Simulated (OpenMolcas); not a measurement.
**One shape, several levels: CH4AlN (SMILES C=[N][AlH2])**

Wanted: a comparison of 6 runs (HF/def2-SVP, TPSS/STO-3G, B3LYP/6-31G*, BLYP/6-31G**, PBE0/def2-SVP, MP2/aug-cc-pVDZ) of CH4AlN. 

The calculation is run with OpenMolcas 26.06.

## Step 1: The structure to begin with

CH4AlN: 7 atoms, total charge 0, spin state singlet. As SMILES, `C=[N][AlH2]`. Geometry: a GFN2-xTB relaxation, a rough one for these elements and not checked as a minimum.

Bond lengths: C1–N2 1.250 Å, N2–Al3 1.770 Å, C1–H4 1.094 Å, C1–H5 1.094 Å, Al3–H6 1.542 Å, Al3–H7 1.542 Å. Angles: C1–N2–Al3 179.9°, N2–C1–H4 122.4°, N2–C1–H5 122.5°, N2–Al3–H6 121.2°, N2–Al3–H7 120.9°, H4–C1–H5 115.1°, H6–Al3–H7 117.8°.

## Step 2: Energy and gradient at HF/def2-SVP (run 1)

Contents of geom.xyz:

```xyz
7

C     -1.331430    -0.219160    -0.726640
N     -0.245450    -0.041340    -0.134020
Al     1.291430     0.213530     0.705800
H     -1.632610    -1.195600    -1.118440
H     -2.049500     0.589490    -0.891910
H      1.690890     1.604900     1.238270
H      2.276660    -0.951820     0.926940
```

Contents of calc.inp:

```
* CH4AlN Hartree-Fock
>>> EXPORT MOLCAS_PRINT=2
&GATEWAY
BASLIB
$CurrDir
COORD
geom.xyz
BASIS
def2-SVP
GROUP
NoSym
&SEWARD
&SCF
THRESHOLDS
1e-10 1e-07 1e-07 1e-05
PRORBITALS
1 2
&ALASKA
```

The basis set def2-SVP is read from a file made from the Basis Set Exchange's data (not shown).

Command:

```sh
$ export MOLCAS_MEM=1860
$ pymolcas calc.inp > calc.log
```

Standard output:

```text
--- Start Module: gateway ---
[...]
--- Stop Module: gateway /rc=_RC_ALL_IS_WELL_ ---
[...]
      Basis functions           66
[...]
--- Start Module: scf ---
[...]
       Convergence after  15 Iterations
[...]
::    Total SCF energy                               -336.3886253675
[...]
      Total spin, S                                     0.0000000000
[...]
      Total electronic charge=   30.000000
      Total            charge=   -0.000000
[...]
      Dipole Moment (debye):
      Origin of the operator (angstrom)=    0.2757    0.0456    0.1509
                   X= -1.4246E+00               Y= -2.2385E-01               Z= -7.7082E-01           Total=  1.6351E+00
      Quadrupole Moment (debye*angstrom):
[...]
--- Stop Module: scf /rc=_RC_ALL_IS_WELL_ ---
[...]
--- Start Module: alaska ---
[...]
 *              Molecular gradients               *
 **************************************************
  Irreducible representation: a
 ------------------------------------------------------------------------------------------
                              X                       Y                       Z
 ------------------------------------------------------------------------------------------
  C1               -2.48921501109951E-02   -3.81534665114636E-03   -1.34444408090895E-02
  N2                1.76482486081568E-02    2.74057910668479E-03    9.53458391485573E-03
  AL3               1.02551829687609E-02    1.74534299279983E-03    5.69849618066609E-03
  H4                2.49907367926072E-03    2.13247380445614E-03    1.82454268754406E-03
  H5                3.44112628771676E-03   -1.40059370106682E-03    1.31060612703193E-03
  H6               -2.10117042099078E-03   -1.06645997198749E-02   -3.58504305421614E-03
  H7               -6.85031101189271E-03    9.26214416814775E-03   -1.33874504681819E-03
 ------------------------------------------------------------------------------------------
--- Stop Module: alaska /rc=_RC_ALL_IS_WELL_ ---
[...]
```

Wall time 4.2 s (1 thread of Arm Neoverse V1, shared host); peak memory 0.41 GiB.

## Step 3: Energy and gradient at TPSS/STO-3G (run 2)

Contents of test.inp:

```
>>> EXPORT MOLCAS_PRINT=2
&GATEWAY
BasLib
$CurrDir
Coord
7
bohr
C     -2.51603805    -0.41415238    -1.37315059
N     -0.46383328    -0.07812128    -0.25326110
Al     2.44044901     0.40351322     1.33376870
H     -3.08518577    -2.25935655    -2.11354529
H     -3.87299369     1.11397465    -1.68546563
H      3.19531901     3.03282146     2.33999117
H      4.30226388    -1.79867912     1.75166273
Basis
STO-3G
Group
NoSym
&SEWARD
GridInput
Grid=UltraFine
End of Grid
&SCF
KSDFT
2
1.0 MGGA_X_TPSS
1.0 MGGA_C_TPSS
Thresholds
1e-10 1e-07 1e-07 1e-05
PrOrbitals
1 2
&ALASKA
```

The basis set STO-3G is read from a file made from the Basis Set Exchange's data (not shown).

Command:

```sh
$ export MOLCAS_MEM=1860
$ pymolcas test.inp > test.log
```

Standard output:

```text
--- Start Module: gateway ---
[...]
--- Stop Module: gateway /rc=_RC_ALL_IS_WELL_ ---
[...]
      Basis functions           23
[...]
--- Start Module: scf ---
[...]
       Convergence after  13 Iterations
[...]
::    Total KS-DFT energy                            -333.5575233844
[...]
      Total spin, S                                     0.0000000000
[...]
      Total electronic charge=   30.000000
      Total            charge=   -0.000000
[...]
      Dipole Moment (debye):
      Origin of the operator (angstrom)=    0.2757    0.0456    0.1509
                   X=  4.8475E-01               Y=  9.0837E-02               Z=  2.7109E-01           Total=  5.6278E-01
      Quadrupole Moment (debye*angstrom):
[...]
--- Stop Module: scf /rc=_RC_ALL_IS_WELL_ ---
[...]
--- Start Module: alaska ---
[...]
 *              Molecular gradients               *
 **************************************************
  Irreducible representation: a
 ------------------------------------------------------------------------------------------
                              X                       Y                       Z
 ------------------------------------------------------------------------------------------
  C1               -1.52880449634374E-03   -1.92945677452983E-05   -7.31727691389850E-04
  N2               -4.56481382558074E-02   -7.53503165442571E-03   -2.49784182234432E-02
  AL3              -1.16142290926700E-02   -1.84980828182879E-03   -6.21400302234676E-03
  H4                1.53874570705124E-02    2.07960578925106E-02    1.30478163121308E-02
  H5                2.39172756450703E-02   -1.46249039662560E-02    8.31498405100073E-03
  H6                7.17021656679107E-03    1.30426213323154E-02    6.82332595223745E-03
  H7                1.23162225624891E-02   -9.80964075455715E-03    3.73802262182521E-03
 ------------------------------------------------------------------------------------------
--- Stop Module: alaska /rc=_RC_ALL_IS_WELL_ ---
[...]
```

Wall time 12 s (1 thread of Arm Neoverse V1, shared host); peak memory 0.37 GiB.

Runs 3 to 5 aren't shown in full; the table further down has their settings and results.

## Step 4: The energy at MP2/aug-cc-pVDZ (run 6)

geom.xyz is that of step 2.

Contents of test.inp:

```
* CH4AlN MP2

&gateway
  baslib
  $CurrDir
  coord
  geom.xyz
  basis
  aug-cc-pVDZ
  group
  NoSym

&seward

&scf
  thresholds
  1e-10 1e-07 1e-07 1e-05
  prorbitals
  1 2

&mbpt2
  frozen
  7
```

The basis set aug-cc-pVDZ is read from a file made from the Basis Set Exchange's data (not shown).

Command:

```sh
$ export MOLCAS_MEM=1860
$ pymolcas test.inp > test.log
```

Standard output:

```text
--- Start Module: gateway ---
[...]
--- Stop Module: gateway /rc=_RC_ALL_IS_WELL_ ---
[...]
      Basis functions          109
[...]
--- Start Module: scf ---
[...]
       Convergence after  13 Iterations
[...]
::    Total SCF energy                               -336.5425143684
[...]
      Total spin, S                                     0.0000000000
[...]
      Total electronic charge=   30.000000
      Total            charge=   -0.000000
[...]
      Dipole Moment (debye):
      Origin of the operator (angstrom)=    0.2757    0.0456    0.1509
                   X= -1.2834E+00               Y= -2.0149E-01               Z= -6.9460E-01           Total=  1.4732E+00
      Quadrupole Moment (debye*angstrom):
[...]
--- Stop Module: scf /rc=_RC_ALL_IS_WELL_ ---
[...]
--- Start Module: mbpt2 ---
[...]
WARNING!
Default frozen orbitals as non valence orbitals is overwritten by user input.
Default values:   4
[...]
       Reference weight ( Cref**2 )         =        0.87649
::    Total MBPT2 energy                             -336.9166332050
[...]
      Total MBPT2 calculations                           0.48      0.52
--- Stop Module: mbpt2 /rc=_RC_ALL_IS_WELL_ ---
[...]
```

Wall time 13 s (1 thread of Arm Neoverse V1, shared host); peak memory 0.64 GiB.

## Step 5: All runs side by side

| run | level | integration grid | task | energy (Eh) | dipole moment (D) of the reference | HOMO energy (eV) | LUMO energy (eV) | wall time |
| --- | --- | --- | --- | --- | --- | --- | --- | --- |
| 1 | HF/def2-SVP | – | gradient | -336.388625 | 1.64 | -9.36 | 1.30 | 4.2 s |
| 2 | TPSS/STO-3G | UltraFine | gradient | -333.557523 | 0.56 | -0.96 | 1.28 | 12 s |
| 3 | B3LYP/6-31G* (spherical functions) | UltraFine | gradient | -337.658020 | 1.23 | -5.67 | -2.00 | 16 s |
| 4 | BLYP/6-31G** (spherical functions) | UltraFine | gradient | -337.597489 | 1.18 | -4.40 | -2.57 | 19 s |
| 5 | PBE0/def2-SVP | UltraFine | gradient | -337.273216 | 1.37 | -6.02 | -1.89 | 17 s |
| 6 | MP2/aug-cc-pVDZ | – | energy | -336.916633 | 1.47 | -9.34 | 0.64 | 13 s |

## Step 6: Summary of results

```
                                          quantity          value
                               run 6: total energy  -336.91663 Eh
         run 6: dipole moment (mean-field density)         1.47 D
        run 6: HOMO energy (Hartree–Fock orbitals)       -9.34 eV
        run 6: LUMO energy (Hartree–Fock orbitals)        0.64 eV
      run 6: HOMO–LUMO gap (Hartree–Fock orbitals)        9.99 eV
run 6: correlation energy (7 core orbitals frozen)     -374.1 mEh
```

Over runs 1, 2, 3, 4, 5 the dipole moment (its size) runs from 0.56 D (TPSS/STO-3G) to 1.64 D (HF/def2-SVP). The two ends differ in method and basis. The two dipoles point in opposite directions. Over runs 1, 2, 3, 4, 5 the HOMO–LUMO gap runs from 1.84 eV (BLYP/6-31G**) to 10.66 eV (HF/def2-SVP). Totals of different functionals can't be ranked against each other. In run 2 the basis is minimal, so the values are rough. All runs together took 81 s, the longest 19 s.
